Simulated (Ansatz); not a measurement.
# How methods differ on SiHF (SMILES F[SiH])

SiHF has 3 atoms, charge 0, and is taken as a singlet. SMILES: `F[SiH]`. The shape is that of a PBE0-D4/def2-TZVP optimisation.

```
atom    x (Å)    y (Å)    z (Å)
   F  -1.0902   0.0244  -0.6023
  Si   0.1868   0.6294   0.1738
   H   0.8924  -0.7186   0.4153
```

Quantity: the energy change with the F1–Si2 bond stretched from 1.612 to 2.418 Å, in eV. The values are calculated.

```
                      level             kind  program  value (eV)
     HF/STO-3G (restricted)     Hartree–Fock   Ansatz        5.10
  SVWN5/STO-3G (restricted)              LDA   Ansatz        3.90
   BLYP/STO-3G (restricted)              GGA   Ansatz        3.50
    PBE/STO-3G (restricted)              GGA   Ansatz        3.57
 revPBE/STO-3G (restricted)              GGA   Ansatz        3.45
 r2SCAN/STO-3G (restricted)         meta-GGA   Ansatz        3.84
  B3LYP/STO-3G (restricted)    global hybrid   Ansatz        4.01
  BHLYP/STO-3G (restricted)    global hybrid   Ansatz        4.55
   PBE0/STO-3G (restricted)    global hybrid   Ansatz        4.16
r2SCAN0/STO-3G (restricted)  hybrid meta-GGA   Ansatz        4.32
```

The first shape isn't each level's own minimum. The values span 3.45 to 5.10 eV. All rows use very small basis sets, so none should be taken for the real molecule's value.
